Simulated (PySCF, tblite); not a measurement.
**diboron nitride radical (BNB) (B₂N) radical: geometry, infrared bands and EPR parameters**

Aim: predict the infrared bands and EPR parameters of diboron nitride radical (BNB) (B₂N) radical (`[B]N=[B]`).

The runs use tblite 0.8.0 and PySCF 2.14.0, with density-fitted response routines of our own; the level of theory stands in each step. All values are computed, except where a source is named. Atoms are numbered from 0 throughout.

### Step 1. Starting geometry

3 atoms, charge 0, multiplicity 2; geometry from: force field or distance geometry start.

Bonds of the start (Å): B0–N1 1.51, N1–B2 1.32.

### Step 2. Optimising the geometry with GFN2-xTB

The job: settings as JSON, then the geometry in Å.

```
{"job": {"kind": "relax", "xc": "GFN2-xTB", "basis": "xTB"}, "charge": 0, "multiplicity": 2}
B      1.318200    -0.186000    -0.002600
N     -0.072600     0.401500    -0.011500
B     -1.234200    -0.218100     0.001600
```

On the command line:

```console
OMP_NUM_THREADS=1 python probes_run.py task.json out
```

One launch serves the whole session: the jobs run in the order shown.

**Question.** This job is followed by: GFN2-xTB harmonic vibrations, gas phase; PBE0-D3(BJ)/def2-SVP geometry optimisation, gas phase; UKS B3LYP, IGLO-III on B N, non-relativistic, mean-field spin-orbit, GIAO. What will the session give for the following? strongest single infrared mode (GFN2-xTB); zero-point energy (GFN2-xTB); point group; rotational constants (main isotopes); g(iso) (B3LYP); ⟨S²⟩; largest a(iso) (averaged by class); surface potential, 1st and 99th percentile.

The runs gave:

| quantity | value |
| --- | --- |
| strongest single infrared mode (GFN2-xTB) | 1848 cm⁻¹, 725 km/mol |
| zero-point energy (GFN2-xTB) | 5.2 kcal/mol |
| point group | Dinfh |
| rotational constants (main isotopes) | 13.22, 13.22 GHz |
| g(iso) (B3LYP) | 2.00146 |
| ⟨S²⟩ | 0.759 (exact 0.75) |
| largest a(iso) (averaged by class) | 11B on B0, B2, 486.1 MHz |
| surface potential, 1st and 99th percentile | -0.39 V and 0.74 V |

Over 14 steps the energy fell by 1.073 eV; of the close pairs, B0–N1 changed most, 1.510 to 1.297 Å (GFN2-xTB). All 4 modes are real, so the xTB geometry is a minimum. The strongest single mode, at 1848 cm⁻¹, moves mainly N1. GFN2-xTB is a fitted tight-binding method: band positions and strengths are rough. Its intensities can rank the bands wrongly. With PBE0/def2-SVP, its start was all but relaxed already: 3 steps gained 0.4 meV. The largest spin populations lie on B2 (0.47 e), B0 (0.46 e). The isotropic g lies 0.9 ppt below the free-electron value.
